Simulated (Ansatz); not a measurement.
# C2H3F3O (2,2,2-trifluoroethanol): entropy by statistical mechanics

A singlet with charge 0, relaxed at PBE0-D4/def2-TZVP (Ansatz 0.2.0):

```xyz
9

O     0.2665   -1.5058   -0.5222
C     0.1335   -0.5260    0.4610
C    -0.3459    0.7939   -0.1073
F    -1.5492    0.7025   -0.6710
F     0.5033    1.2415   -1.0492
F    -0.4104    1.7223    0.8536
H     0.9477   -1.2317   -1.1433
H    -0.6129   -0.8714    1.1776
H     1.0673   -0.3252    1.0007
```

Harmonic wavenumbers in cm⁻¹: 116, 222, 316, 382, 422, 536, 550, 671, 846, 950, 1125, 1169, 1203, 1278, 1309, 1395, 1443, 1483, 3043, 3137, 3854.

Masses in u: O 15.999, C 12.011, F 18.998, H 1.008. Take T = 298.15 K, p = 1 bar, R = 8.3145 J/(mol K), kT/hc = 207.22 cm⁻¹, rigid rotor and harmonic oscillator.

Task: Work out S° at 298 K.

Result: 
1. Translation (Sackur–Tetrode): S = R[3/2 ln M + 5/2 ln T − 1.1517] with M = 100.039 gives 166.3 J/(mol K).
2. Rotation: principal moments 94.630, 177.848, 179.942 u Å² give A, B, C = 0.1781, 0.0948, 0.0937 cm⁻¹; the symmetry number is σ = 1; q = (√π/σ)√((kT/hc)³/ABC) = 132928; S = R(ln q + 3/2) = 110.6.
3. Vibration: with u = ν̃/207.22, each mode gives R[u/(eᵘ − 1) − ln(1 − e⁻ᵘ)]; the sum is 43.3, most from 116 cm⁻¹ (13.2), 222 cm⁻¹ (8.1), 316 cm⁻¹ (5.6).
4. Electronic: R ln 1 = 0.0, from the spin multiplicity alone.
5. Sum: 166.3 + 110.6 + 43.3 + 0.0 = 320.2 J/(mol K).

No measured value is set beside it here. Where a soft mode is a torsion, a harmonic oscillator describes it poorly.
